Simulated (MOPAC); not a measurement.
MOPAC input (PM6):

```
PM6 1SCF UHF MS=0.5 GEO-OK AUX(PRECISION=9) THREADS=1
C2H4Cl

C     0.17374100 1    0.87290308 1   -0.00032070 1
C     1.58893377 1    0.53736175 1   -0.01617525 1
Cl   -0.85056784 1   -0.69876990 1    0.00792755 1
H    -0.14506536 1    1.39307162 1    0.89742769 1
H    -0.16432700 1    1.39624905 1   -0.88913114 1
H     2.10649887 1    0.31243964 1    0.90551097 1
H     2.08649814 1    0.31573899 1   -0.94960019 1
```

Output:

```
 *******************************************************************************
 **                                                                           **
 **                              MOPAC v23.2.5                                **
 **                                                                           **
 *******************************************************************************
 ** MOPAC's Digital Object Identifier: https://doi.org/10.5281/zenodo.6511958 **
 **                                                                           **
 ** Please cite the open-source release paper for use of this MOPAC version:  **
 ** J. E. Moussa and J. J. P. Stewart (2026)                                  **
 ** MOPAC: An open-source semiempirical molecular orbital program             **
 ** J. Open Source Softw., 11(119), 8025, https://doi.org/10.21105/joss.08025 **
 *******************************************************************************

                              PM6 CALCULATION RESULTS

 *******************************************************************************
 *  PM6        - The PM6 Hamiltonian to be used
 *  GEO-OK     - OVERRIDE INTERATOMIC DISTANCE AND OTHER SAFETY CHECKS
 *  UHF        - UNRESTRICTED HARTREE-FOCK CALCULATION
 *  MS=        - IN MECI, MAGNETIC COMPONENT OF SPIN =  0.5
 *  1SCF       - DO 1 SCF AND THEN STOP
 *  AUX        - OUTPUT AUXILIARY INFORMATION
 *******************************************************************************
PM6 1SCF UHF MS=0.5 GEO-OK AUX(PRECISION=9) THREADS=1
 C2H4Cl

   ATOM   CHEMICAL          X               Y               Z
  NUMBER   SYMBOL      (ANGSTROMS)     (ANGSTROMS)     (ANGSTROMS)

     1       C          0.17374100  *   0.87290308  *  -0.00032070  *
     2       C          1.58893377  *   0.53736175  *  -0.01617525  *
     3      Cl         -0.85056784  *  -0.69876990  *   0.00792755  *
     4       H         -0.14506536  *   1.39307162  *   0.89742769  *
     5       H         -0.16432700  *   1.39624905  *  -0.88913114  *
     6       H          2.10649887  *   0.31243964  *   0.90551097  *
     7       H          2.08649814  *   0.31573899  *  -0.94960019  *

          CARTESIAN COORDINATES

    NO.       ATOM           X           Y           Z

     1         C          0.1737      0.8729     -0.0003
     2         C          1.5889      0.5374     -0.0162
     3        Cl         -0.8506     -0.6988      0.0079
     4         H         -0.1451      1.3931      0.8974
     5         H         -0.1643      1.3962     -0.8891
     6         H          2.1065      0.3124      0.9055
     7         H          2.0865      0.3157     -0.9496

 General Reference for PM6:
 "Optimization of Parameters for Semiempirical Methods V: Modification of NDDO Approximations
 and Application to 70 Elements", J. J. P. Stewart, J. Mol. Mod., 13, 1173-1213 (2007)
 URL: https://link.springer.com/article/10.1007/s00894-007-0233-4

           Empirical Formula: C2 H4 Cl  =     7 atoms

      MOLECULAR POINT GROUP   :   Cs

          UHF CALCULATION, NO. OF ALPHA ELECTRONS =   10
                           NO. OF BETA  ELECTRONS =    9

 -------------------------------------------------------------------------------
 PM6 1SCF UHF MS=0.5 GEO-OK AUX(PRECISION=9) THREADS=1
 C2H4Cl

     1SCF WAS SPECIFIED, SO BFGS WAS NOT USED
     SCF FIELD WAS ACHIEVED

                              PM6 CALCULATION
                                                       MOPAC v23.2.5 Linux

          FINAL HEAT OF FORMATION =         11.76311 KCAL/MOL =      49.21684 KJ/MOL

          COSMO AREA              =         95.89 SQUARE ANGSTROMS
          COSMO VOLUME            =         79.06 CUBIC ANGSTROMS

          IONIZATION POTENTIAL    =         10.069961 EV
          ALPHA SOMO LUMO (EV)    =        -10.070  0.486
          BETA  SOMO LUMO (EV)    =        -10.720 -0.780
          NO. OF ALPHA ELECTRONS  =         10
          NO. OF BETA  ELECTRONS  =          9
          MOLECULAR WEIGHT        =         63.5066         POINT GROUP:  Cs

          MOLECULAR DIMENSIONS (Angstroms)

            Atom       Atom       Distance
            H     6   Cl     3     3.25153
            H     7    H     4     2.85462
           Cl     3    H     5     2.14427

          SCF CALCULATIONS        =          1

   ATOM   CHEMICAL          X               Y               Z
  NUMBER   SYMBOL      (ANGSTROMS)     (ANGSTROMS)     (ANGSTROMS)

     1       C          0.17374100  *   0.87290308  *  -0.00032070  *
     2       C          1.58893377  *   0.53736175  *  -0.01617525  *
     3      Cl         -0.85056784  *  -0.69876990  *   0.00792755  *
     4       H         -0.14506536  *   1.39307162  *   0.89742769  *
     5       H         -0.16432700  *   1.39624905  *  -0.88913114  *
     6       H          2.10649887  *   0.31243964  *   0.90551097  *
     7       H          2.08649814  *   0.31573899  *  -0.94960019  *

                             CARTESIAN COORDINATES

   1    C        0.173741000     0.872903080    -0.000320700
   2    C        1.588933770     0.537361750    -0.016175250
   3   Cl       -0.850567840    -0.698769900     0.007927550
   4    H       -0.145065360     1.393071620     0.897427690
   5    H       -0.164327000     1.396249050    -0.889131140
   6    H        2.106498870     0.312439640     0.905510970
   7    H        2.086498140     0.315738990    -0.949600190

           Empirical Formula: C2 H4 Cl  =     7 atoms

      MOLECULAR POINT GROUP   :   Cs

          ALPHA EIGENVALUES
 -28.00011 -25.68361 -21.63168 -16.75499 -14.99714 -14.58503 -13.41747 -10.95957
 -10.80846 -10.06996   0.48558   3.78767   4.78109   5.24320   5.65228   5.65900
  89.70781  89.75960  89.77676  90.33462  90.33515

           BETA EIGENVALUES
 -27.76290 -25.09387 -21.36631 -16.60985 -14.75689 -14.09586 -13.25132 -10.81755
 -10.72050  -0.77982   1.29145   4.07541   4.79084   5.26380   5.84709   5.86837
  89.89319  89.91364  89.95642  90.36412  90.36660

              NET ATOMIC CHARGES AND DIPOLE CONTRIBUTIONS

  ATOM NO.   TYPE          CHARGE      No. of ELECS.   s-Pop       p-Pop       d-Pop
    1          C          -0.124004        4.1240     1.10964     3.01436
    2          C          -0.289951        4.2900     1.15611     3.13385
    3         Cl          -0.209058        7.2091     1.99323     5.21015     0.00568
    4          H           0.155550        0.8444     0.84445
    5          H           0.155550        0.8444     0.84445
    6          H           0.155956        0.8440     0.84404
    7          H           0.155956        0.8440     0.84404
 DIPOLE           X         Y         Z       TOTAL
 POINT-CHG.     1.447     1.988    -0.012     2.459
 HYBRID        -0.166    -0.255     0.001     0.304
 SUM            1.282     1.733    -0.011     2.156

          ATOMIC ORBITAL ELECTRON POPULATIONS

     Atom    s        px        py        pz      x^2-y^2     xz        z^2       yz        xy
    1  C   1.10964   0.95792   0.89939   1.15705
    2  C   1.15611   0.99948   0.99160   1.14276
    3 Cl   1.99323   1.74076   1.47104   1.99834   0.00142   0.00028   0.00090   0.00081   0.00226
    4  H   0.84445
    5  H   0.84445
    6  H   0.84404
    7  H   0.84404

                    (SZ)    =    0.500000
                    (S**2)  =    0.758784

          ATOMIC ORBITAL SPIN POPULATIONS

    Atom   Total    s     px     py     pz   x^2-y^2  xz     z^2    yz     xy
         Atomic
    1  C -0.1022 -0.005 -0.041 -0.051 -0.006
    2  C  1.0192  0.028  0.104  0.850  0.038
    3 Cl  0.1330 -0.000  0.067  0.067 -0.000  0.000 -0.000 -0.000 -0.000 -0.000
    4  H  0.0074  0.007
    5  H  0.0074  0.007
    6  H -0.0324 -0.032
    7  H -0.0324 -0.032

 **********************
 *                    *
 * JOB ENDED NORMALLY *
 *                    *
 **********************

 == MOPAC DONE ==
```
